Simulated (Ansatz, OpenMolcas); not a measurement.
How methods differ on AlHCl2 (SMILES [H][Al]([Cl])[Cl])

The species is AlHCl2 (4 atoms), meant as a singlet with charge 0. As SMILES, `[H][Al]([Cl])[Cl]`. Geometry: a GFN2-xTB relaxation, a rough one for these elements and not checked as a minimum.

| atom | x (Å) | y (Å) | z (Å) |
| --- | --- | --- | --- |
| Al | -0.0478 | -0.0807 | -0.0004 |
| Cl | 1.9719 | -0.1826 | 0.0143 |
| Cl | -1.0957 | 1.6499 | -0.0158 |
| H | -0.8284 | -1.3866 | 0.0020 |

Each level gives the energy change with the Al1–Cl2 bond stretched from 2.022 to 2.528 Å (eV). The values are calculated.

```tsv
level	kind	program	value (eV)	CPU time (all runs)
PBE/STO-3G (restricted)	GGA	Ansatz	1.19	3 s
revPBE/STO-3G (restricted)	GGA	Ansatz	1.13	3 s
PBE0/STO-3G (restricted)	global hybrid	OpenMolcas	1.35	7.7 s
RPA@PBE/STO-3G (restricted)	RPA	Ansatz	1.22	4.5 s
MP2/STO-3G (restricted)	perturbation theory	Ansatz	1.46	0.43 s
BCCD(T)/STO-3G (restricted)	coupled cluster or CI	Ansatz	1.39	0.57 s
CCSD(T)/STO-3G (restricted)	coupled cluster or CI	Ansatz	1.39	0.55 s
CCSD/STO-3G (restricted)	coupled cluster or CI	Ansatz	?	0.53 s
FCI/STO-3G	exact in the basis	OpenMolcas	1.39	3.3 min
```

(1) Estimate what the levels marked ? give.

## Answers

(1) As computed at these levels: CCSD/STO-3G (restricted): 1.40 eV. The first shape isn't each level's own minimum. The values span 1.13 to 1.46 eV. All rows use very small basis sets, so even the best lies far from the true value. CPU times are rough (shared hosts, several kinds of processor): they show what a rung costs within a factor of a few.
